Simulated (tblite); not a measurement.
Compound: C3H4ClO (charge -1).
Atom-mapped SMILES: `[CH3:1]/[CH:2]=[C:3](/[O-:4])[Cl:5]` (hydrogens: H6, H7, H8 on C1; H9 on C2)

The geometry is computed with GFN2-xTB (gas phase).

(1) What internal coordinates does the optimisation give?

Answers

(1) 
```json
{"bond": "C1–C2", "length (Å)": "1.495"}
{"bond": "C2=C3", "length (Å)": "1.333"}
{"bond": "C3–O4", "length (Å)": "1.213"}
{"bond": "C3–Cl5", "length (Å)": "1.994"}
{"bond": "C1–H6", "length (Å)": "1.086"}
{"bond": "C1–H7, C1–H8", "length (Å)": "1.097"}
{"bond": "C2–H9", "length (Å)": "1.086"}
```

Bonds in one row agree within 0.01 Å and their mean is given. A selection of angles:
```json
{"angle": "C2–C1–H6", "degrees": "110.2"}
{"angle": "C2–C1–H7", "degrees": "111.3"}
{"angle": "H6–C1–H7", "degrees": "108.3"}
{"angle": "C1–C2–C3", "degrees": "129.9"}
{"angle": "C1–C2–H9", "degrees": "116.0"}
{"angle": "C3–C2–H9", "degrees": "114.0"}
{"angle": "C2–C3–O4", "degrees": "138.2"}
{"angle": "C2–C3–Cl5", "degrees": "110.8"}
{"angle": "O4–C3–Cl5", "degrees": "111.0"}
```

Torsions: C1–C2–C3–O4 180° (antiperiplanar).

C3 (vinylic C–Cl carbon) is planar (angles 138.2°, 111.0° and 110.8°, sum 360.0°, 0.00 Å off the plane of its three neighbours). C2 (carbon bonded to 2 C and H) is planar (angles 129.9°, 116.0° and 114.0°, sum 360.0°, 0.00 Å off the plane of its three neighbours). The 5 heavy atoms lie in one plane (0.000 Å rms). Of the pairs four or more bonds apart, Cl5···H6 is among the closest relative to their van der Waals radii: 2.47 Å, 84 % of the sum of Bondi's values. The 2 C–C bonds span 1.333 Å (C2=C3, drawn double in one of several resonance forms) to 1.495 Å (C1–C2, drawn single), a spread of 0.162 Å.

Point group: Cs (every atom within 0.08 Å of its image). Its GFN2-xTB frequencies are all real (lowest 104 cm⁻¹). 2 starts were optimised and ended at 0.00 and 0.52 kcal/mol (GFN2-xTB); the lowest of these is shown.

Run on Arm Neoverse N1, one thread, shared host. That covers the optimisation of the geometry.
